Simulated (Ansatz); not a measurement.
Process, species as SMILES: C (CH4) → C atom + 4 H atom
B3LYP-D3(BJ)/def2-TZVP geometries, fixed; electronic energies without zero-point terms.
Largest species:
```
C
H 1 1.0892
H 1 1.0892 2 109.47
H 1 1.0892 2 109.47 3 120.00
H 1 1.0892 2 109.47 3 -120.00
```

Effect of a fitting basis named in the input at MP2/cc-pVTZ with Ansatz (an electronic-structure program), against the last row, where the atomisation energy is 410.33 kcal/mol. Cores are frozen. Open shells are unrestricted. The default fits or decomposes integrals by the program's own choice; accuracy: high also tightens integrals, grids and stops.

| setting | largest shift of a total energy (mEh) | shift of the atomisation energy (kcal/mol) |
|---|---|---|
| fitting: def2-universal-jkfit and def2-SVP-RIFIT | -0.794 | -0.521 |
| fitting: def2-universal-jkfit and cc-pVDZ-RIFIT | -0.555 | -0.653 |
| fitting: def2-universal-jkfit and cc-pVTZ-RIFIT | 0.052 | -0.024 |
| fitting: def2-universal-jkfit and aug-cc-pVTZ-RIFIT | 0.041 | -0.017 |
| fitting: def2-universal-jkfit and cc-pVQZ-RIFIT | 0.040 | -0.016 |
| fitting: def2-universal-jkfit and aug-cc-pVQZ-RIFIT | 0.028 | -0.008 |
| accuracy: high | -0.001 | 0.000 |
| accuracy: medium (default) | 0.000 | 0.000 |

Within 0.1 kcal/mol in the atomisation energy: fitting: def2-universal-jkfit and cc-pVTZ-RIFIT; fitting: def2-universal-jkfit and aug-cc-pVTZ-RIFIT; fitting: def2-universal-jkfit and cc-pVQZ-RIFIT; fitting: def2-universal-jkfit and aug-cc-pVQZ-RIFIT; accuracy: high. The largest shift is 0.794 mEh in a total energy and 0.653 kcal/mol in the difference.
